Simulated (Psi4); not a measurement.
Psi4 input (wB97X-D/6-311+G**):

```
memory 1500 MB

molecule {
0 2
C     0.68557570    0.01996936   -0.04302839
O    -0.67114813   -0.11794294    0.00291587
H    -1.09096757    0.74480543   -0.08162056
H     1.12524882    0.98016746    0.19378078
H     1.22144963   -0.90124554    0.12268310
symmetry c1
no_reorient
no_com
}

set {
  basis 6-311+G**
  reference uks
  scf_type pk
  dft_radial_points 99
  dft_spherical_points 590
  e_convergence 1e-8
  d_convergence 1e-7
  maxiter 150
}

e = energy('wb97x-d')
print_out(f'\nFINAL {e:.10f} DIPOLE {variable("CURRENT DIPOLE")[0]:.6f} {variable("CURRENT DIPOLE")[1]:.6f} {variable("CURRENT DIPOLE")[2]:.6f}\n')
```

From the last part of the output:

```
       9A      0.033221    10A      0.068147    11A      0.100099
      12A      0.109092    13A      0.154068    14A      0.209389
      15A      0.222089    16A      0.250806    17A      0.272403
      18A      0.286199    19A      0.309383    20A      0.316111
      21A      0.373983    22A      0.536612    23A      0.538342
      24A      0.584413    25A      0.654991    26A      0.702446
      27A      0.723149    28A      0.879869    29A      1.049785
      30A      1.096213    31A      1.118112    32A      1.213402
      33A      1.309528    34A      1.455317    35A      1.483134
      36A      1.491525    37A      1.587042    38A      1.650142
      39A      1.730264    40A      1.825267    41A      1.935359
      42A      2.045088    43A      2.138146    44A      2.167252
      45A      2.480284    46A      2.565527    47A      2.583589
      48A      2.721516    49A      2.756543    50A      2.828407
      51A      3.138188    52A      3.199351    53A      3.277276
      54A      3.462533    55A      3.837159    56A      3.889775
      57A      4.035640    58A      5.066393    59A      5.425319
      60A      5.747565    61A     23.970875    62A     49.987923

    Final Occupation by Irrep:
              A
    DOCC [     8 ]
    SOCC [     1 ]
    NA   [     9 ]
    NB   [     8 ]

  @UKS Final Energy:  -115.05924657009147

   => Energetics <=

    Nuclear Repulsion Energy =             35.3106020586052196
    One-Electron Energy =                -226.1725063937217612
    Two-Electron Energy =                  86.2256429621958489
    DFT Exchange-Correlation Energy =     -10.4224867217371884
    Empirical Dispersion Energy =          -0.0004984754335883
    VV10 Nonlocal Energy =                  0.0000000000000000
    Total Energy =                       -115.0592465700914744

  UHF NO Occupations:
  HONO-2 :    7  A 1.9994403
  HONO-1 :    8  A 1.9989485
  HONO-0 :    9  A 1.0000000
  LUNO+0 :   10  A 0.0010515
  LUNO+1 :   11  A 0.0005597
  LUNO+2 :   12  A 0.0002515
  LUNO+3 :   13  A 0.0001237

Computation Completed

Properties will be evaluated at   0.000000,   0.000000,   0.000000 [a0]

Properties computed using the SCF density matrix

 Multipole Moments:

 ------------------------------------------------------------------------------------
     Multipole            Electronic (a.u.)      Nuclear  (a.u.)        Total (a.u.)
 ------------------------------------------------------------------------------------

 L = 1.  Multiply by 2.5417464519 to convert [e a0] to [Debye]
 Dipole X            :          0.0264771            0.0000001            0.0264772
 Dipole Y            :          0.6421089           -0.0000000            0.6421089
 Dipole Z            :          0.1077486           -0.0000001            0.1077485
 Magnitude           :                                                    0.6516246

 ------------------------------------------------------------------------------------

FINAL -115.0592465701 DIPOLE 0.026477 0.642109 0.107748

*** Psi4 exiting successfully. Buy a developer a beer!
```
